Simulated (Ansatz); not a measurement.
C2HF2, SMILES `F/[C]=C\F` radical, relaxed with UKS PBE0-D4/def2-TZVP in Ansatz from a PBE-D4/def2-SVP geometry. The force threshold is 0.005 eV/Å; the program also tests the step.

The species carries charge 0 and has multiplicity 2.

Start:

```xyz
5

F     0.101    1.859    0.438
C    -0.449    0.797   -0.091
C    -0.064   -0.480   -0.135
F     1.084   -0.928    0.422
H    -0.671   -1.249   -0.634
```

Question: How much energy does the relaxation release, and in how many steps? (An estimate is asked.)

Answer: The calculation gave: 0.71 kcal/mol, in 5 steps.

Question: Which bonds change most? (Estimate.)

Answer: Ansatz gave: C2–C3 from 1.335 to 1.313 Å; C3–H5 from 1.100 to 1.080 Å; F1–C2 from 1.308 to 1.295 Å; C3–F4 from 1.352 to 1.341 Å.

Question: Give the relaxed structure. (Best estimate.)

Answer: Computed: 
```xyz
5

F     0.108    1.829    0.435
C    -0.446    0.785   -0.092
C    -0.072   -0.473   -0.137
F     1.070   -0.905    0.419
H    -0.660   -1.236   -0.625
```
